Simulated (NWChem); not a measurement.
Total energies of AlCl₃

SMILES: [Cl][Al]([Cl])[Cl]
```xyz
4

Al     0.0000     0.0000     0.0000
Cl     0.0000     0.0000     2.0937
Cl     1.8132     0.0000    -1.0468
Cl    -1.8132     0.0000    -1.0468
```
Charge 0, spin multiplicity 1.

All runs are NWChem calculations. Structure: optimised with PBE/def2-SVP, a minimum by its harmonic frequencies.

Basis set: cc-pVDZ (72 functions).

| method | total energy (Ha) | relative cost |
|---|---|---|
| RHF | -1620.65222 | 1 |
| MP2 | -1621.10498 | 4 |
| B2PLYP | -1622.69464 | 4 |
| PBE | -1622.53977 | under 3 |
| B3LYP | -1623.30696 | under 3 |
| M06-2X | -1623.17700 | under 3 |
| CCSD(T) | -1621.15098 | 40 |

Total energies of different functionals aren't comparable as a measure of quality: only differences taken within one method are. The cost column gives rough processor time relative to RHF; each entry includes its own SCF.

The correlated methods keep 20 core orbitals frozen. B3LYP has NWChem's definition, with VWN1-RPA local correlation. The structure started from a generated list of species. Coupled-cluster values serve here as a point of comparison, not as the truth.
